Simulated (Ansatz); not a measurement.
**BN (charge +1): composite energy at a relaxed geometry, by script**

Aim: a composite energy at a relaxed geometry, for BN (charge +1), run from a script.

Program: Ansatz 0.2.0, driven from Python. The levels of theory stand in the script. These are calculated values, not measurements.

## (1) Starting point

Bond lengths: B1–N2 1.570 Å.

No structure file is read: the coordinates are typed or built in the script.

## (2) Script

bn_composite.py

```python
import itertools
import warnings

import ansatz as az
from ase.data import atomic_numbers, covalent_radii
import numpy as np

GEOMETRY = """
B     0.00000    0.00000    0.00000
N     0.00000    0.00000    1.57000
"""


def main() -> None:
    warnings.simplefilter("ignore", az.DeckWarning)

    molecule = az.Crystal.molecule()
    for line in GEOMETRY.strip().splitlines():
        symbol, *xyz = line.split()
        molecule = molecule.atom(symbol, [float(v) for v in xyz])

    base = (
        molecule.calculation()
        .basis(gaussian="def2-SVP")
        .functional("pbe0", dispersion="d3bj")
        .charge(1)
        .spin("collinear", total=3)
    )
    symbols = [site.symbol for site in molecule.cartesian_sites]
    start = np.array([site.position_ang for site in molecule.cartesian_sites], dtype=float)
    summary = base.relax(force_tolerance=0.01).run().report
    end = np.array(summary["positions_ang"])
    radius = [covalent_radii[atomic_numbers[s]] for s in symbols]
    span = lambda where, i, j: np.linalg.norm(where[i] - where[j])
    bonded = [(i, j) for i, j in itertools.combinations(range(len(symbols)), 2) if min(span(start, i, j), span(end, i, j)) < 1.2 * (radius[i] + radius[j])]
    print("pair        before    after (A)")
    for i, j in bonded:
        print(f"{symbols[i]}{i}-{symbols[j]}{j}".ljust(10), f"{span(start, i, j):8.4f} {span(end, i, j):8.4f}")

    minimum = az.Crystal.molecule()
    for symbol, place in zip(symbols, end):
        minimum = minimum.atom(symbol, place.tolist())
    at_minimum = minimum.calculation().charge(1).spin("collinear", total=3)
    level = lambda method, basis: at_minimum.basis(gaussian=basis).correlation(method).run().report
    small, large, cluster = level("mp2", "cc-pVDZ"), level("mp2", "cc-pVTZ"), level("ccsd_t", "cc-pVDZ")
    corr = lambda each: (each["free_energy_ev"] - each["reference_energy_ev"]) / 27.211386246
    mp2_limit = (27 * corr(large) - 8 * corr(small)) / 19
    pieces = {"HF / cc-pVTZ": large["reference_energy_ev"] / 27.211386246, "MP2 correlation, DZ-TZ limit": mp2_limit, "CCSD(T) - MP2 / cc-pVDZ": corr(cluster) - corr(small)}
    for name, value in pieces.items():
        print(f"{name:32s} {value:14.6f} Ha")
    print(f"{'sum':32s} {sum(pieces.values()):14.6f} Ha")
    print("T1 diagnostic", round(cluster["correlation"]["coupled_cluster"]["t1_diagnostic"], 4))


if __name__ == "__main__":
    main()
```

## (3) The input behind the calls

The engine receives this input (first run):

```yaml
crystal:
  periodic: [false, false, false]
  atoms:
    - { symbol: B, position_ang: [0.0, 0.0, 0.0] }
    - { symbol: "N", position_ang: [0.0, 0.0, 1.57] }
basis:
  gaussian:
    orbitals: def2-SVP
hamiltonian:
  xc: pbe0
  dispersion: d3bj
magnetization:
  spin_polarized: true
  initial_magnetization: 3.0
total_charge: 1.0
relax:
  f_tol: 0.01
```

## (4) Launch

Launch:

```sh
> python bn_composite.py
```

**Question.** What results will this script give? Wanted: T1 diagnostic; composite energy.

The runs gave:

| quantity | value |
| --- | --- |
| T1 diagnostic | 0.0356 |
| composite energy | -78.869400 Ha |
| runs compared | 3 |

In words: All 3 runs converged, in 31 to 167 cycles. A T1 diagnostic under about 0.02 supports a single-reference treatment; this one lies above (open shells tolerate somewhat more). Run 0: The relaxation took 4 moves; the largest shift is 0.069 Å. The sum leaves out core correlation, relativity, the Hartree-Fock basis error and zero-point energy; a DZ-TZ extrapolation is rough. The run takes the species as open-shell (spin multiplicity 4), which needn't be its ground state. Inner cores stay frozen, so this is valence correlation. The spin state was assumed, and another may lie lower.
